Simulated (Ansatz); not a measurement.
Saddle point of AlH3ClF, singlet (AlH₂F ([F][AlH2]) + HCl → AlH₂Cl ([AlH2][Cl]) + HF (still joined by a long Al–F bond); bonds formed: F2–H5; dative contacts that become bonds: Al1–Cl6; bonds broken: H5–Cl6; bonds weakened to dative contacts: Al1–F2), PBE0-D4/def2-TZVP structure:

```
6
angstrom
Al -0.4259 0.3293 -0.3967
F -0.5756 -0.6687 1.0854
H -0.8989 -0.4520 -1.6769
H -0.5907 1.8622 -0.0878
H 0.6828 -0.7511 0.9610
Cl 1.8082 -0.3196 0.1148
```

Energies are electronic, without zero-point energy. Barriers and step energies count from the start structure reached by relaxing down the imaginary mode; all methods use the PBE0-D4 structures, on which another method's saddle can fall below an end. Program: Ansatz 0.2.0. Basis: def2-TZVPP, with def2-QZVPP for the basis limit. Cores are frozen in the correlated methods. B3LYP uses VWN-RPA correlation. Extrapolation: Hartree–Fock as exp(−7.88 √X), correlation as X^−2.97.

| method | barrier (eV) | step energy (eV) |
| --- | --- | --- |
| SPW92 | ? | -0.139 |
| PBE-D4 | 0.058 | -0.046 |
| BLYP-D4 | 0.181 | 0.055 |
| r2SCAN-D4 | ? | -0.039 |
| B97M-V | 0.270 | 0.012 |
| PBE0-D4 | 0.138 | -0.064 |
| B3LYP-D4 | 0.230 | 0.031 |
| r2SCAN0-D4 | 0.167 | -0.055 |
| BHLYP-D4 | 0.330 | 0.019 |
| CAM-B3LYP-D4 | 0.235 | 0.029 |
| wB97X-V | ? | 0.001 |
| wB97M-V | 0.236 | -0.016 |
| B2PLYP | 0.247 | 0.023 |
| PBE-QIDH | 0.201 | -0.056 |
| RPA on PBE | 0.286 | 0.070 |
| HF | 0.594 | 0.058 |
| MP2 | 0.224 | -0.013 |
| CCSD | 0.346 | 0.033 |
| CCSD(T) | 0.280 | 0.016 |

Question: Fill in the withheld barriers. (To be estimated.)

Answer: The calculation gives: wB97X-V 0.242; r2SCAN-D4 0.104; SPW92 -0.135 eV. Each is the energy of the saddle less that of the start structure, by the same method.

For comparison, the barrier by CCSD(T) at an estimated basis limit (MP2 extrapolated from triple and quadruple zeta, plus CCSD(T) − MP2 in triple zeta) is 0.268 eV.

The T1 diagnostic stays at or below 0.011.

Labels in which every atom is bracketed show which atoms are joined, not bond orders.

For scale, one of the runs: CCSD(T)/def2-TZVPP, 157 basis functions, launched by `ansatz run in.yaml --threads 2 --pin off --events-out ev --progress --plain --max-ram 4352MiB`. Hardware: 2 CPU threads of an Intel Xeon Platinum 8259CL, shared host. Wall time 18 s; peak host memory 1.1 GiB.
